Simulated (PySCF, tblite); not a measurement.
# A complex of K+ and 2 × hydrogen fluoride

A gas-phase complex of K+ and 2 × hydrogen fluoride; charge +1, singlet. The structure comes from a short search (6 tight-binding starts) and was relaxed by PBE0-D3(BJ)/def2-SVPD; another way of binding may lie lower. Frequencies by PBE0-D3(BJ)/def2-SVPD show no clear imaginary mode.

Parts: 1 = K+ ([K+]), atoms 1, charge +1; 2 = hydrogen fluoride (F), atoms 2–3; 3 = hydrogen fluoride (F), atoms 4–5.

```xyz
5

K     1.237   -0.781    1.348
F     2.801   -1.381   -0.611
H     3.363   -1.603   -1.313
F    -0.368   -0.113    3.250
H    -0.965    0.110    3.922
```
Atom numbers follow the order of the file, from 1.

```csv
contact,kind (by geometry),distance (Å),angle (°)
K1···F2,ion contact,2.577,-
K1···F4,ion contact,2.578,-
```

Interaction energies are complex less parts, with the parts frozen as they stand in it; counterpoise-corrected, in kcal/mol (PySCF).

Problem. How strongly do the parts interact, level by level?

Solution. 
| level | interaction | superposition error removed |
| --- | --- | --- |
| wB97M-D3(BJ)/def2-TZVPD | -23.02 | -0.28 |
| PBE0-D3(BJ)/def2-TZVPD | -23.67 | -0.31 |

Problem. What holds them together? Decompose the wB97M-D3(BJ)/def2-TZVPD energy: frozen parts, their antisymmetrised product, then relaxation.

Solution. electrostatic -23.9, Pauli repulsion +7.5, orbital relaxation -6.3, dispersion correction -0.6 kcal/mol, which sum to the value before the counterpoise correction; the Pauli term holds the exchange-correlation of the frozen density too. Of the attraction, 77 % is electrostatic, 21 % is orbital relaxation, 2 % is dispersion correction.

Problem. Are the pair energies additive?

Solution. The pairs sum to -23.69 kcal/mol (1–2 -12.0, 1–3 -12.0, 2–3 0.3); the rest of +0.67 is a many-body weakening.

The parts were also relaxed and run alone, at the levels used for the complex: shieldings by PBE0/pcSseg-2.

Problem. What does binding change?

Solution. 
```tsv
property	alone	in the complex	change
shielding of K1 (ppm)	1325.5	1300.6	-24.9
shielding of F2 (ppm)	410.9	409.5	-1.4
shielding of F4 (ppm)	410.9	409.5	-1.4
```

The 4 runs behind this took 51 s in all, one thread each of AMD EPYC 9R45 96-Core on a shared host, launched as `OMP_NUM_THREADS=1 python cluster_run.py task.json out`.
